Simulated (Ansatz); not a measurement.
Consider CdSe in the zinc blende structure (space group F-43m, No. 216).

```cif
data_CdSe
_chemical_formula_sum 'Se1 Cd1'
_space_group_name_H-M_alt 'P 1'
_space_group_IT_number 1
_cell_length_a 4.30064
_cell_length_b 4.30064
_cell_length_c 4.30064
_cell_angle_alpha 60.000
_cell_angle_beta 60.000
_cell_angle_gamma 60.000
loop_
_space_group_symop_operation_xyz
  'x, y, z'
loop_
_atom_site_label
_atom_site_type_symbol
_atom_site_fract_x
_atom_site_fract_y
_atom_site_fract_z
_atom_site_occupancy
Se1 Se 0.75000 0.75000 0.75000 1
Cd1 Cd 0.00000 0.00000 0.00000 1
```

Computed with DFT with PBEsol, PAW potentials and a 420 eV plane-wave cutoff in Ansatz (an electronic-structure program), scalar-relativistic without spin-orbit coupling, earlier PAW set.

One thing is altered: full substitution Se → Te, then cell and atoms are relaxed.

Measured lattice parameter a: CdSe 6.077 Å (room temperature; as listed in arXiv:1206.3780); CdTe 6.48 Å (room temperature; as listed in M J Lucero, T M Henderson, G E Scuseria, Journal of Physics Condensed Matter (2012)).

**Question.** How well does PBEsol reproduce the measured shift?

**Answer.** With PBEsol the lattice parameter a moves by +0.407 Å (6.082 → 6.489) against +0.403 Å measured.

No phonon test of stability was made.
